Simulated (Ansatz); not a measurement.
A made-up structure of Si₂H₃O, doublet:

| atom | x (Å) | y (Å) | z (Å) |
| --- | --- | --- | --- |
| O1 | -1.3555 | -0.0261 | -1.0724 |
| Si2 | 0.0808 | 0.1219 | -0.2946 |
| Si3 | 0.5163 | -0.4728 | 1.8408 |
| H4 | 0.9705 | -0.9350 | 0.0339 |
| H5 | 0.9372 | 0.7225 | -1.3554 |
| H6 | 1.8992 | 0.0574 | 1.4448 |

It is relaxed with PBE-D4/def2-SVP and then PBE0-D4/def2-TZVP (Ansatz 0.2.0). Atoms count as bonded within 1.22 times the sum of their covalent radii (H–H: 0.88 Å). The end point is not checked to be a true minimum.

**Question.** Does its bonding change? (A judgement: the text doesn't fix the answer.)

**Answer.** By the calculation: Yes. Formed: Si3–H4; broken: Si2–H4.

Where it ends: The first stage lowers the energy by 1.69 eV in 23 steps. It ends as Si₂H₃O ([O][SiH][SiH2]):
```xyz
6
angstrom
O -1.3252 -0.2102 -1.4015
Si -0.0976 0.4109 -0.7471
Si 0.9808 -0.5251 1.0228
H 0.7018 -1.9212 1.4231
H 0.4743 1.7337 -1.1281
H 2.3144 -0.0202 1.4280
```

Labels in which every atom is bracketed show which atoms are joined, not bond orders.

For scale, one of the runs: PBE0-D4/def2-TZVP relaxation, 123 basis functions, launched by `ansatz run in.yaml --threads 2 --pin off --events-out ev --progress --plain --max-ram 4352MiB`. Hardware: 2 CPU threads of an Arm Neoverse V2, shared host. Wall time about 24 s.
